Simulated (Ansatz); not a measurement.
Two shapes of singlet CH₄O.

Shape 1:

```xyz
6

C     0.0000   -0.0296   -0.6489
O     0.0000   -0.0656    0.7479
H     0.0000   -1.0687   -1.0110
H    -0.8949    0.4658   -1.0751
H     0.8949    0.4658   -1.0751
H     0.0000    0.8400    1.0713
```

Shape 2:

```xyz
6

C     0.0000   -0.0320   -0.7008
O     0.0000   -0.0709    0.8078
H     0.0000   -1.1542   -1.0918
H    -0.9665    0.5030   -1.1611
H     0.9665    0.5030   -1.1611
H     0.0000    0.9072    1.1569
```

Basis set: def2-TZVP (spherical functions). Frozen core: 2 orbitals. Charge 0, multiplicity 1.

Computed with Ansatz (development build ahead of 0.2.0); each method stands on the lowest determinant of its kind that the runs found.

Task: Which shape is lower in energy, and by how much in each method?

Result:

```
 method  E(2) − E(1) (eV)
    RHF             0.982
RHF-MP2             0.706
```

Shape 1 is lower. Caution: no unrestricted run beside it, a lower state can exist.
